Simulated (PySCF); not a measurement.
# Vibration and rotation of CH⁺

RHF-CCSD(T) constants of CH⁺, ¹Σ⁺ (singlet), closed shell (basis H def2-SVPD, C def2-SVPD; no relativity; PySCF 2.14; masses 1.0078 and 12.0000 u):

| Property | Result |
| --- | --- |
| ωe | 2907.1 cm⁻¹ |
| ωexe | 64.2 cm⁻¹ |
| Be | 13.992 cm⁻¹ |
| αe | 0.499 cm⁻¹ |
| D (centrifugal) | 0.00130 cm⁻¹ |
| De to H + C⁺ | 4.07 eV |

**Question.** Estimate the standard entropy (1 bar) and heat capacity of the ideal gas at 500 K, rigid rotor with B0 and harmonic oscillator at the fundamental.

**Answer.** Translation (Sackur–Tetrode, M = 13.01 u): 151.6 J/(mol K). Rotation: q = kT/(σB0) = 25.3 with σ = 1, 35.2. Vibration: x = hcν0/kT = 8.00, 0.03. S° = 186.8 J/(mol K); Cp = 7R/2 + 0.18 = 29.3 J/(mol K).

Correlated steps freeze 1 core orbital. Correlated levels converge slowly with the basis: in double zeta they bind strong bonds too weakly, by up to about 1 eV, and carry superposition errors of some tenths. For an ion De counts to the pair picked by the measured ionisation energies or electron affinities, which need not be the lowest pair at this level. Where the molecule has an RHF reference, its open-shell atoms are computed with UHF.
